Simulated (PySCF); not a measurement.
## Which determinant of SiB lies lowest?

Unrestricted PBE0; PySCF, no relativity, basis sets Si STO-3G, B STO-3G. Outer shells of the fragments: Si 3s2 3p2; B 2s2 2p1.

Followed along the bond (rough minima from three points):

```
2Ms+1   unpaired  ⟨S²⟩ at the start  R at minimum (Å)  Te (eV)
    4  σ ↑, π ↑↑               3.75              1.83     0.00
    2  σ ↑, π ↑↓               1.75              1.84     0.65
    2  σ ↓, π ↑↑               1.76              1.84     0.69
    2        σ ↑               0.87              1.85     1.45
```

Solutions found at the starting distance of 1.930 Å, counted from the lowest of them; the search is not exhaustive and high or unbound solutions are not listed, so other states can lie among these:

```tsv
2Ms+1	unpaired	term	E (eV)	⟨S²⟩	⟨Lz²⟩	μ (D)
4	σ ↑, π ↑↑	⁴Σ⁻	0.00	3.75	0.00	-0.32
2	σ ↑, π ↑↓	mixed	0.63	1.75	2.00	-0.33
2	σ ↓, π ↑↑	mixed	0.66	1.76	0.00	-0.34
2	σ ↑	mixed	1.40	0.87	2.00	-0.30
2	π ↑	mixed	1.70	1.12	1.02	-0.37
2	π ↑	²Π	2.23	0.75	1.00	-2.04
```

A term symbol is given only where ⟨S²⟩ and ⟨Lz²⟩ are close to those of a pure state; real π, δ and φ orbitals otherwise mix terms. A positive dipole means Si(−)B(+).

STO-3G is very small, so such numbers show the basis as much as the molecule.
